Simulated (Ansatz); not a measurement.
BSiH4 (SMILES [BH][SiH3]): methods side by side

The species is BSiH4 (6 atoms), meant as a doublet with charge 0. As SMILES, `[BH][SiH3]`. The shape is that of a GFN2-xTB optimisation.

Each level gives the electronic atomisation energy (eV). The values are calculated. Electronic energies at fixed atoms, without zero-point motion or spin-orbit coupling.

| level | kind | program | value (eV) | less FCI/STO-3G | CPU time (all runs) |
| --- | --- | --- | --- | --- | --- |
| UHF/STO-3G | Hartree–Fock | Ansatz | 19.11 | -1.07 | 0.35 s |
| U-revPBE/STO-3G | GGA | Ansatz | 22.96 | +2.78 | 5 s |
| U-r2SCAN/STO-3G | meta-GGA | Ansatz | 23.46 | +3.28 | 10 s |
| UBHLYP/STO-3G | global hybrid | Ansatz | 22.74 | +2.56 | 4.1 s |
| U-wB97M-V/STO-3G | range-separated hybrid | Ansatz | 23.56 | +3.38 | 33 s |
| UB2PLYP/STO-3G | double hybrid | Ansatz | 22.13 | +1.95 | 4.9 s |
| RPA@PBE/STO-3G | RPA | Ansatz | 19.61 | -0.57 | 6.9 s |
| UBCCD(T)/STO-3G | coupled cluster or CI | Ansatz | 20.17 | -0.01 | 1.1 s |
| UCCSDT(Q)/STO-3G | coupled cluster or CI | Ansatz | 20.18 | 0.00 | 3.1 s |
| FCI/STO-3G | exact in the basis | Ansatz | 20.18 | 0.00 | 7.7 s |

FCI/STO-3G is exact within its basis and frozen core, so for wave-function methods in that basis the difference is their error; functionals converge differently with the basis, so for them it is only a difference. The values span 19.11 to 23.56 eV. All rows use very small basis sets, so even the best lies far from the true value. CPU times are rough (shared hosts, several kinds of processor): they show what a rung costs within a factor of a few.
